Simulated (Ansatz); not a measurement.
Born–Oppenheimer molecular dynamics of ClH + H2S (5 atoms, charge 0, multiplicity 1). It goes on from the last frame of an earlier run, with new velocities.

Level of theory: UKS r2SCAN-D4/6-31G (Ansatz).

- ensemble: NVT, Langevin thermostat
- time step: 0.5 fs
- steps asked: 100
- set temperature: 3000 K
- friction: 0.001 /fs
- seed: 871914

First frame:

```xyz
5
Properties=species:S:1:pos:R:3
Cl 0.203 -0.097 -2.563
H 0.186 -0.065 -1.205
S -0.176 -0.454 1.070
H 0.837 0.105 1.807
H -1.072 0.595 1.212
```

(1) How far do the bonds stretch over the last three quarters of this one trajectory? (Pairs bonded in most of those frames.)

Answers

(1) 
```csv
bond,mean (Å),spread (Å),shortest,longest
Cl1–H2,1.332,0.066,1.23,1.43
S3–H4,1.393,0.023,1.36,1.44
S3–H5,1.409,0.049,1.33,1.48
```

Mean temperature of the second half: 2254 K. The mean temperature of the second half is 25 % below the set value. A run of 0.05 ps of so small a system gives no equilibrium averages. Limits of this set-up: no polarisation functions.

Time of the run: 4.1 min on 1 thread of Arm Neoverse V2, on a shared host, peak memory 0.12 GiB.
